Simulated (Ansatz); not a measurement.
We consider fcc Ir, described by PBEsol (PAW; Ansatz, an electronic-structure program).

Settings: plane-wave cutoff 520 eV, 24×24×24 k mesh, Fermi–Dirac smearing 0.05 eV, no spin polarisation, scalar-relativistic PAW data made under PBE.

A third-order Birch–Murnaghan fit to the energies gives V0 = 14.049 Å³/atom, B0 = 386 GPa, B′ = 5.0.

```json
[
 {"V (Å³/atom)": "13.207", "P (GPa)": "27.89"},
 {"V (Å³/atom)": "13.488", "P (GPa)": "17.45"},
 {"V (Å³/atom)": "13.769", "P (GPa)": "[?]"},
 {"V (Å³/atom)": "14.050", "P (GPa)": "-0.02"},
 {"V (Å³/atom)": "14.331", "P (GPa)": "[?]"},
 {"V (Å³/atom)": "14.612", "P (GPa)": "-13.75"},
 {"V (Å³/atom)": "14.893", "P (GPa)": "-19.45"}
]
```

Estimate the withheld pressures from this fit; the answers are the runs' own values.


- 13.769, P (GPa): 8.19
- 14.331, P (GPa): -7.30

The formula P = (3/2) B0 (x^(7/3) − x^(5/3)) [1 + (3/4)(B′ − 4)(x^(2/3) − 1)] with x = V0/V meets the computed pressures within 0.05 GPa when these rounded values are put in.

Measured, for comparison: bulk modulus 365 GPa (corrected for temperature and zero-point phonon effects; as tabulated in Levämäki et al. (2014), arXiv:1402.3671); equilibrium volume per atom 14.06 Å³/atom (static lattice: zero-point anharmonic expansion removed; as tabulated in Mejia-Rodriguez and Trickey (2018), arXiv:1807.09216). Computed (rounded) less measured: bulk modulus +6 %, equilibrium volume per atom -0.1 %.

Spin–orbit coupling is not included.
